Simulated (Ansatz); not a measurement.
Ansatz (a quantum-chemistry and plane-wave program) input (wB97M-V/cc-pVTZ): A basis named .json is the Basis Set Exchange file of that set (core-valence sets with the plain set on hydrogen).

Ansatz 0.2 input:
```yaml
crystal:
  periodic: [false, false, false]
  atoms:
    - {symbol: N, position_ang: [-0.00000000, -0.00000000, -0.56338698]}
    - {symbol: O, position_ang: [0.00000000, 0.00000000, 0.49296360]}
basis:
  gaussian:
    orbitals: cc-pVTZ
    fitting: {mean_field: cc-pVQZ-JKFIT.json}
hamiltonian:
  xc: {name: wB97M-V}
total_charge: 1
magnetization: {spin_polarized: false}
```

Output:

```
Functional definition: wB97M-V
integrals: 0.01 GiB planned
212 factors; integrals over basis functions are off by at most 4.6e-1 eV
integrals: 0.04 GiB planned
212 factors; integrals over basis functions are off by at most 3.2e-7 eV
mean field: 0.14 GiB planned
mean field evaluation 1: about -3522.8611 eV, gradient 4.7e1 eV
mean field evaluation 2: about -3518.9235 eV, gradient 6.9e1 eV
mean field evaluation 4: about -3525.7439 eV, gradient 7.0e-1 eV
mean field evaluation 8: about -3525.7437 eV, gradient 9.0e-4 eV
mean field -3525.74370763 eV, -129.5686914204 hartree, gradient 2.8e-5 eV, S^2 0.000000; 0 other end points of the search recorded, 0 dependent functions left out
reference -3525.74372089 eV, -129.5686919077 hartree; 7, 7 occupied and 53, 53 virtual orbitals, 212 factors
Total energy: -3525.74372089 eV, -129.5686919077 hartree
```
